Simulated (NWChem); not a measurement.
Program: NWChem. System: HO, charge 1, spin multiplicity 3, at the geometry of a parent with another charge or spin, in a state set for the comparison that need not be this species' ground state. Its SCF solution wasn't tested for a lower state. Level: UM06-2X/def2-TZVPD.

Input file:

```
start mol
memory heap 200 mb stack 900 mb global 1100 mb
charge 1
geometry units angstroms nocenter noautoz
  O      0.000000     0.000000     0.108493
  H      0.000000     0.000000    -0.867944
  symmetry group C2v
end
basis spherical
  * library def2-tzvpd
end
dft
  xc m06-2x
  odft
  mult 3
  semidirect memsize 60000000 filesize 0
  iterations 100
  grid fine
end
task dft energy
```

Part of the output:

```
             Northwest Computational Chemistry Package (NWChem) 7.3.0
             --------------------------------------------------------

                                NWChem Input Module
                                -------------------

 Scaling coordinates for geometry "geometry" by  1.889725989
 (inverse scale =  0.529177249)

 Turning off AUTOSYM since
 SYMMETRY directive was detected!

                             Geometry "geometry" -> ""
                             -------------------------

 Output coordinates in angstroms (scale by  1.889725989 to convert to a.u.)

  No.       Tag          Charge          X              Y              Z
 ---- ---------------- ---------- -------------- -------------- --------------
    1 O                    8.0000     0.00000000     0.00000000     0.10849300
    2 H                    1.0000     0.00000000     0.00000000    -0.86794400

 Effective nuclear repulsion energy (a.u.)       4.3355771975

            Nuclear Dipole moment (a.u.)
            ----------------------------
        X                 Y               Z
 ---------------- ---------------- ----------------
     0.0000000000     0.0000000000     0.0000000000

      Symmetry information
      --------------------

 Group name             C2v
 Group number             16
 Group order               4
 No. of unique centers     2

      Symmetry unique atoms

     1    2


 Summary of "ao basis" -> "" (spherical)
 ------------------------------------------------------------------------------
       Tag                 Description            Shells   Functions and Types
 ---------------- ------------------------------  ------  ---------------------
 *                         def2-tzvpd                 on all atoms

                                 NWChem DFT Module
                                 -----------------

 Summary of "ao basis" -> "ao basis" (spherical)
 ------------------------------------------------------------------------------
       Tag                 Description            Shells   Functions and Types
 ---------------- ------------------------------  ------  ---------------------
[...]
    17      0.027941  1 O  py

 Vector    5  Occ=0.000000D+00  E=-5.599437D-01  Symmetry=b1
              MO Center= -3.7D-16,  3.9D-32,  6.5D-02, r^2= 7.1D-01
   Bfn.  Coefficient  Atom+Function         Bfn.  Coefficient  Atom+Function
  ----- ------------  ---------------      ----- ------------  ---------------
     7      0.453241  1 O  px                10      0.400309  1 O  px
    13      0.352512  1 O  px                32      0.041891  1 O  d  1
    16      0.027941  1 O  px

 Vector    6  Occ=0.000000D+00  E=-2.439444D-01  Symmetry=a1
              MO Center=  9.6D-15,  1.0D-14, -1.1D+00, r^2= 2.8D+00
   Bfn.  Coefficient  Atom+Function         Bfn.  Coefficient  Atom+Function
  ----- ------------  ---------------      ----- ------------  ---------------
     6      0.981015  1 O  s                 49     -0.375916  2 H  pz
     4     -0.346121  1 O  s                 12      0.194504  1 O  pz
     9      0.183142  1 O  pz                42      0.162051  2 H  s
    18     -0.144552  1 O  pz                 3     -0.115019  1 O  s
     2      0.077681  1 O  s                 41      0.070878  2 H  s

   alpha - beta orbital overlaps
   -----------------------------

   alpha      1      2      3      4      5      6      7      8      9     10
    beta      1      2      3      4      5      6      9      8      7     10
 overlap   1.000  0.996  0.996  0.981  0.981  0.993  0.989  0.989  0.990  0.982

   alpha     11     12     13     14     15     16     17     18     19     20
    beta     11     12     13     15     14     16     18     17     19     20
 overlap   0.997  0.997  0.976  1.000  1.000  0.989  0.995  0.995  0.990  0.990

   alpha     21     22     23     24     25     26     27     28     29     30
    beta     21     22     23     25     24     27     26     28     30     29
 overlap   0.967  0.966  0.994  0.998  0.998  0.999  0.999  0.999  0.999  0.999

   alpha     31     32     33     34     35     36     37     38     39     40
    beta     31     33     34     32     35     36     38     37     39     40
 overlap   0.998  0.998  0.998  0.999  0.997  0.999  1.000  1.000  1.000  1.000

   alpha     41     42     43     44     45     46     47     48     49
    beta     42     41     43     45     44     47     46     48     49
 overlap   0.999  0.999  0.999  1.000  1.000  0.999  0.999  1.000  1.000

     --------------------------
     Expectation value of S2:
     --------------------------
      <S2> =      2.0058 (Exact =     2.0000)

 center of mass
 --------------
 x =   0.00000000 y =   0.00000000 z =   0.09564922

 moments of inertia (a.u.)
 ------------------
           3.228005521216           0.000000000000           0.000000000000
           0.000000000000           3.228005521216           0.000000000000
           0.000000000000           0.000000000000           0.000000000000

     Multipole analysis of the density
     ---------------------------------

     L   x y z        total         alpha         beta         nuclear
     -   - - -        -----         -----         ----         -------
     0   0 0 0      1.000000     -5.000000     -3.000000      9.000000

     1   1 0 0     -0.000000     -0.000000     -0.000000      0.000000
     1   0 1 0     -0.000000     -0.000000     -0.000000      0.000000
     1   0 0 1     -0.748915     -0.558744     -0.190170      0.000000

     2   2 0 0     -2.997877     -2.117338     -0.880538      0.000000
     2   1 1 0     -0.000000     -0.000000     -0.000000      0.000000
     2   1 0 1     -0.000000      0.000000     -0.000000      0.000000
     2   0 2 0     -2.997877     -2.117338     -0.880538      0.000000
     2   0 1 1      0.000000      0.000000      0.000000      0.000000
     2   0 0 2     -1.846431     -2.673567     -2.199314      3.026451

 Task  times  cpu:        0.5s     wall:        0.5s

 Total times  cpu:        0.5s     wall:        0.5s
```
